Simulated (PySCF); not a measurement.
## How the method changes the constants of OH

State: ²Π (doublet), unpaired electrons π ↑. Set-up: basis H pcseg-1, O pcseg-1; no relativity; PySCF 2.14. De refers to H + O in their high-spin ground configurations, without counterpoise correction. The functionals are run spin-unrestricted. A positive dipole means H(−)O(+).

```csv
Level,Re (Å),ωe (cm⁻¹),De (eV),μ (D)
UHF,0.958,4028,2.89,-1.86
UHF-MP2,0.976,3804,4.19,n/a
UHF-SCS-MP2,0.977,3787,4.20,n/a
UHF-CCSD,0.978,3750,4.15,n/a
UHF-CCSD(T),0.979,3732,4.17,n/a
PBE,0.992,3549,4.56,-1.73
r²SCAN,0.981,3688,4.55,-1.78
M06-L,0.979,3711,4.52,-1.77
B3LYP,0.983,3652,4.49,-1.77
PBE0,0.979,3728,4.41,-1.78
r²SCAN0,0.973,3806,4.41,-1.81
```

**Question.** Which functional lies closest to UHF-CCSD(T) in De, which farthest, and by how much do they differ from it?

**Answer.** Closest is PBE0 (+0.0 pm in Re, -0.1 % in ωe, +0.24 eV in De against UHF-CCSD(T) in the same basis), farthest PBE (+1.3 pm in Re, -4.9 % in ωe, +0.39 eV in De). CCSD(T) converges more slowly with the basis than the functionals do and binds too weakly in this one, so the order can change at the basis-set limit.

**Question.** What does a quarter of exact exchange do here, going from PBE to PBE0?

**Answer.** PBE0 less PBE: -1.3 pm in Re, +5.0 % in ωe, -0.15 eV in De. Exact exchange removes part of the self-interaction that spreads semilocal densities, and in most molecules shortens and stiffens the bond and lowers De; so it does here.

**Question.** What does the step from GGA to meta-GGA do here, going from PBE to r²SCAN?

**Answer.** r²SCAN less PBE: -1.1 pm in Re, +3.9 % in ωe, -0.01 eV in De. 

Correlated steps freeze 1 core orbital. Correlated levels converge slowly with the basis: in double zeta they bind strong bonds too weakly, by up to about 1 eV, and carry superposition errors of some tenths. The state is the lowest determinant that a PBE0 search found; another state may lie lower at other levels.

The whole job (state search and all levels along the bond) took about 0.49 min on 1 thread of Arm Neoverse N1 (shared host), peak memory 0.29 GiB.
